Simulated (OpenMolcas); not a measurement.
# C2H4: a line through the functionals

The species is C2H4 (6 atoms), meant as a singlet with charge 0. As SMILES, `C=C`. The coordinates come from a PBE0-D4/def2-TZVP relaxation.

The HOMO–LUMO gap y, in eV, basis def2-TZVP; a is the functional's share of exact exchange. Programs: OpenMolcas 26.06.

```
functional     program     a  y (eV)
    revPBE  OpenMolcas     0    5.85
    r2SCAN  OpenMolcas     0    6.32
     B3LYP  OpenMolcas   0.2    7.54
      PBE0  OpenMolcas  0.25       ?
     BHLYP  OpenMolcas   0.5   10.11
```

Q: Fit y = c + s·a to the known rows and predict PBE0.

A: 
1. Means of the 4 rows: a = 0.1750, y = 7.455.
2. Σ(Δa)² = 0.1675, Σ(Δa·Δy) = 1.3445, so the slope is 1.3445/0.1675 = 8.0269.
3. Intercept: 7.455 − (8.0269) × 0.1750 = 6.050. The largest residual of the fit is 0.27.
4. PBE0: 6.050 + (8.0269) × 0.25 = 8.06 eV.

The run gave 8.04 eV, so the prediction is off by +0.02 eV, within the scatter of the fit. Exact exchange lowers occupied levels and raises empty ones. The rows mix families of semi-local functionals, which the line can't see.
